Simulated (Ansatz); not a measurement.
Basis-set extrapolation for `CS[S]` radical (PBE0-D4/def2-TZVP geometry, frozen core, Ansatz). Multiplicity 2, UHF reference.

|  | def2-TZVPP | def2-QZVPP |
| --- | --- | --- |
| HF | -834.709698 | -834.734712 |
| MP2 correlation | -0.504855 | -0.547151 |
| CCSD(T) correlation | -0.575015 | not run |

Energies in hartree. Use E(X) = E(∞) + A·exp(−7.88·√X) for Hartree–Fock and E(X) = E(∞) + B·X^(−2.97) for correlation, with X = 3 and 4, and add CCSD(T) minus MP2 of the smaller set to the MP2 limit.

What is the CCSD(T) energy at the basis-set limit?

HF limit: -834.734712 + (-0.025014) × 0.13774 = -834.73816. MP2 limit: -0.547151 + (-0.042296) × 0.74074 = -0.57848. Higher-order term: -0.575015 − (-0.504855) = -0.07016. Total: -835.38680 hartree, 64.1 kcal/mol below CCSD(T)/def2-TZVPP.
